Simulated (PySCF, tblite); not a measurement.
# K+, chloride and water

A gas-phase complex of K+, chloride and water; neutral, singlet. The structure comes from a short search (6 tight-binding starts) and was relaxed by PBE0-D3(BJ)/def2-SVPD; another way of binding may lie lower. Frequencies by PBE0-D3(BJ)/def2-SVPD show no clear imaginary mode.

Parts: 1 = K+ ([K+]), atoms 1, charge +1; 2 = chloride ([Cl-]), atoms 2, charge -1; 3 = water (O), atoms 3–5.

Coordinates in Å:
```
K1      0.020    0.543    0.643
Cl2    -1.664   -1.039   -0.956
O3      0.854   -1.884    0.413
H4      1.247   -2.757    0.363
H5      0.025   -1.916   -0.133
```

Contacts between parts, classed by geometry: K1···O3 2.577 Å (ion contact); H5···Cl2 2.073 Å (hydrogen bond, 152°); K1···Cl2 2.810 Å (ion contact).

Interaction energies are complex less parts, with the parts frozen as they stand in it; counterpoise-corrected, in kcal/mol (PySCF).

How strongly do the parts interact, level by level?


```json
{"level": "wB97M-D3(BJ)/def2-TZVPD", "interaction": "-132.40", "superposition error removed": "-0.32"}
{"level": "PBE0-D3(BJ)/def2-TZVPD", "interaction": "-135.09", "superposition error removed": "-0.35"}
```

What holds them together? Decompose the wB97M-D3(BJ)/def2-TZVPD energy: frozen parts, their antisymmetrised product, then relaxation.

electrostatic -154.7, Pauli repulsion +47.8, orbital relaxation -24.2, dispersion correction -1.6 kcal/mol, which sum to the value before the counterpoise correction; the Pauli term holds the exchange-correlation of the frozen density too. Of the attraction, 86 % is electrostatic, 13 % is orbital relaxation, 1 % is dispersion correction.

Are the pair energies additive?

The pairs sum to -135.93 kcal/mol (1–2 -114.6, 1–3 -10.0, 2–3 -11.3); the rest of +3.52 is a many-body weakening.

The parts were also relaxed and run alone, at the levels used for the complex: vibrations by PBE0-D3(BJ)/def2-SVPD; shieldings by PBE0/aug-pcSseg-2.

How do these values change when the complex forms?


```tsv
property	alone	in the complex	change
O3–H5 bond (Å)	0.961	0.994	+0.033
stretch carried by H5 (cm⁻¹, harmonic)	3880, 3991	3287	-649 from the mean
its infrared intensity (km/mol)	8, 79	1087	
shielding of K1 (ppm)	1325.5	1242.8	-82.6
shielding of O3 (ppm)	327.6	291.0	-36.6
shielding of H5 (ppm)	30.84	23.17	-7.67
shielding of Cl2 (ppm)	1149.3	993.9	-155.4
```

Density functionals tend to overstate the lengthening and the red shift of so strongly bound an X–H bond.

What are the binding energy from relaxed parts (wB97M-D3(BJ)/def2-TZVPD), and ΔH and ΔG of association at 298.15 K and 1 atm?

-131.73 kcal/mol, -129.65 with zero-point energy; ΔH -131.0 and ΔG -118.2 kcal/mol, from harmonic vibrations by PBE0-D3(BJ)/def2-SVPD with low modes damped.

The 4 runs behind this took 77 s in all, one thread each of AMD EPYC 9R45 96-Core on a shared host, launched as `OMP_NUM_THREADS=1 python cluster_run.py task.json out`.
